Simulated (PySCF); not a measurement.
**Ionisation energy of Al by level of theory**

Al [Ne] 3s2 3p1 (2P) → Al⁺ [Ne] 3s2 (1S), as a difference of total energies. All numbers are calculated (PySCF 2.14, no relativity, point nucleus, in aug-cc-pwCVTZ (8s7p5d3f, 75 functions)). Correlated levels: valence: [Ne] frozen. The calculations carry no spin-orbit coupling.

```json
{"method": "UHF", "ionisation energy (eV)": "5.599"}
{"method": "MP2 (valence)", "ionisation energy (eV)": "5.824"}
{"method": "SCS-MP2 (valence)", "ionisation energy (eV)": "5.808"}
{"method": "CCSD (valence)", "ionisation energy (eV)": "5.916"}
{"method": "CCSD(T) (valence)", "ionisation energy (eV)": "5.948"}
```

Q: How much does correlation contribute at CCSD(T) (valence)?

A: 5.948 − (5.599) = 0.349 eV, measured against UHF.

A first-order spin-orbit estimate (lowest level to lowest level, LS coupling) adds 0.008 eV.

Errors of the correlated levels include the incompleteness of this basis and the frozen core.

For comparison: 5.986 eV (measured; NIST Atomic Spectra Database, ionization energies).
